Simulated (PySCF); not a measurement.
**How methods differ on the ionisation energy of Al**

Al [Ne] 3s2 3p1 (2P) → Al⁺ [Ne] 3s2 (1S), as a difference of total energies. Calculation: PySCF 2.14, in aug-cc-pV(D+d)Z; the non-relativistic Hamiltonian (point nucleus). Correlated levels: valence: [Ne] frozen. The calculations carry no spin-orbit coupling.

Order these methods by the ionisation energy they give, lowest first.
A. UHF
B. MP2 (valence)
C. CCSDT (valence)
D. SCS-MP2 (valence)

A (5.599 eV), D (5.737 eV), B (5.758 eV), C (5.892 eV).

Errors of the correlated levels include the incompleteness of this basis and the frozen core.

For comparison: 5.977 eV (measured; NIST levels, between the centres of gravity of the two terms).
